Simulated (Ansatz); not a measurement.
C₃H₆N₂, SMILES N=CC1CN1, a rigid torsion scan

Program: Ansatz 0.2.0 through its Python package.

The script, `c3h6n2.py`:
```python
import ansatz as az
from ase import Atoms

atoms = Atoms(["N", "C", "C", "C", "N", "H", "H", "H", "H", "H", "H"], positions=[
    (1.932, -0.8658, -0.1858),
    (0.9649, -0.605, 0.6267),
    (0.0542, 0.5204, 0.3416),
    (-1.4019, 0.2806, 0.0525),
    (-0.4671, 0.549, -1.0345),
    (1.9287, -0.1812, -0.9546),
    (0.7951, -1.2082, 1.5328),
    (0.3361, 1.4817, 0.7556),
    (-1.7984, -0.7253, 0.1152),
    (-2.1043, 1.0735, 0.2787),
    (-0.2393, -0.3196, -1.5281),
])

first = (
    az.Crystal.molecule_from_ase(atoms).calculation()
    .basis(gaussian="def2-SVP")
    .functional("HF")
    .relax(force_tolerance=0.02, max_steps=80)
)
atoms.positions = first.run(threads=1, backend="cpu").report["positions_ang"]

start = atoms.get_dihedral(3, 2, 1, 0)
energies = {}
for turn in range(0, 360, 30):
    turned = atoms.copy()
    turned.set_dihedral(3, 2, 1, 0, start + turn, indices=[0, 1, 5, 6])
    setup = (
        az.Crystal.molecule_from_ase(turned).calculation()
        .basis(gaussian="def2-SVP")
        .functional("HF")
    )
    energies[round((start + turn) % 360)] = setup.run(threads=1, backend="cpu").report["free_energy_ev"]
floor = min(energies.values())
print("dihedral C3-C2-C1-N0 (deg)   E - E(min) (eV)")
for angle, e in sorted(energies.items()):
    print(f"{angle:8d} {(e - floor):14.3f}  " + "#" * int(30 * (e - floor) / max(max(energies.values()) - floor, 1e-9)))
```

```console
$ python c3h6n2.py
dihedral C3-C2-C1-N0 (deg)   E - E(min) (eV)
      20          0.124  #######################
      50          0.067  ############
      80          0.054  ##########
     110          0.093  #################
     140          0.160  ##############################
     170          0.121  ######################
     200          0.016  ###
     230          0.000
     260          0.090  ################
     290          0.147  ###########################
     320          0.128  #######################
     350          0.143  ##########################
```

The lowest point is at 230° and the highest at 140°, 0.160 eV (15.4 kJ/mol) above it, with the rest of the molecule held.

Reading the output:
- These settings explore the input space; basis and method may be short of convergence.
- The scan is rigid and the energies are electronic, in a modest basis. With rigid groups the curve can differ much from the relaxed path, the start wasn't checked as a minimum of this torsion, and equivalent turns needn't return to the same energy.
- The whole script took 43 s on 1 thread of Arm Neoverse V1, on a shared host, peak memory 0.27 GiB.
